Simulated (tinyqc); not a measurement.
UHF in the sto-3g basis, for CH3+, spin multiplicity 1, step by step. One step of it, computed by the program tinyqc.

Problem. Orthogonalisation. S = U s U^T; symmetric (Loewdin) form X = U s^(-1/2) U^T, so that X^T S X = 1.

overlap S:
```
           1C 1s     1C 2s     1C 2px     1C 2py     1C 2pz      2H 1s      3H 1s      4H 1s
1C 1s   1.000000  0.248362   0.000000   0.000000   0.000000   0.071419   0.071397   0.071397
1C 2s   0.248362  1.000000   0.000000   0.000000   0.000000   0.524997   0.524921   0.524921
1C 2px  0.000000  0.000000   1.000000   0.000000   0.000000   0.485469  -0.242920  -0.242920
1C 2py  0.000000  0.000000   0.000000   1.000000   0.000000   0.000000   0.420276  -0.420276
1C 2pz  0.000000  0.000000   0.000000   0.000000   1.000000  -0.032553  -0.032547  -0.032547
2H 1s   0.071419  0.524997   0.485469   0.000000  -0.032553   1.000000   0.168569   0.168569
3H 1s   0.071397  0.524921  -0.242920   0.420276  -0.032547   0.168569   1.000000   0.168736
4H 1s   0.071397  0.524921  -0.242920  -0.420276  -0.032547   0.168569   0.168736   1.000000
```

Give: eigenvalues of S; X.

Solution.

eigenvalues of S: 0.2254  0.3151  0.3153  0.9556  1.0050  1.5159  1.5164  2.1513

X:
```
          1C 1s    1C 2s   1C 2px   1C 2py   1C 2pz    2H 1s    3H 1s    4H 1s
1C 1s    1.0286  -0.1716   0.0000   0.0000   0.0026   0.0262   0.0262   0.0262
1C 2s   -0.1716   1.5313  -0.0001   0.0000  -0.0308  -0.3903  -0.3902  -0.3902
1C 2px   0.0000  -0.0001   1.2288   0.0000   0.0000  -0.3918   0.1960   0.1960
1C 2py   0.0000   0.0000   0.0000   1.2285   0.0000   0.0000  -0.3391   0.3391
1C 2pz   0.0026  -0.0308   0.0000   0.0000   1.0019   0.0238   0.0238   0.0238
2H 1s    0.0262  -0.3903  -0.3918   0.0000   0.0238   1.3255  -0.0393  -0.0393
3H 1s    0.0262  -0.3902   0.1960  -0.3391   0.0238  -0.0393   1.3254  -0.0392
4H 1s    0.0262  -0.3902   0.1960   0.3391   0.0238  -0.0393  -0.0392   1.3254
```
